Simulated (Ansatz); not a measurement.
The same path of CH2O + CH3 (8 atoms, charge 0, multiplicity 2) was run twice with different band settings. Lost on the way: H1–C2. Made: H1–C4.

Level of theory: UKS PBE0/cc-pVDZ in Ansatz 0.2.0.

Relaxed end points:

```xyz
8
Properties=species:S:1:pos:R:3
H -0.292 -0.128 -0.728
C -0.655 -0.517 -1.715
O -0.101 -1.408 -2.300
C 0.644 0.514 1.692
H -1.573 -0.017 -2.120
H -0.297 0.840 2.138
H 1.340 1.251 1.290
H 0.934 -0.535 1.741
```

```xyz
8
Properties=species:S:1:pos:R:3
H 0.423 0.077 0.385
C -0.661 -0.723 -2.110
O -0.469 -1.316 -3.108
C 0.555 0.454 1.410
H -1.647 -0.231 -1.836
H -0.377 0.922 1.757
H 1.364 1.197 1.425
H 0.813 -0.381 2.076
```

Common settings: movable images 5; climbing image yes; optimiser quadratic models (default); start path through a guess of the saddle point; force threshold 0.05 eV/Å; iteration limit 60; end points relaxed.

| run | spring |
| --- | --- |
| 1 | 5.0 eV/Å² |
| 2 | 20.0 eV/Å² |

Task: What does each run give, and how far can it be trusted?

Result: Run 1: converged after 49 iterations, highest image 0.203 eV above the first end. A vibrational analysis at the climbing image gives one clearly imaginary mode, 1051i cm⁻¹, and a faint second one (23i cm⁻¹) that may be numerical noise or a soft torsion: probably a first-order saddle point.
Run 2: converged after 37 iterations, highest image 0.201 eV above the first end. Another band between the same ends (5 images) ends at a top of the same energy, where a vibrational analysis finds 1 clearly imaginary mode.
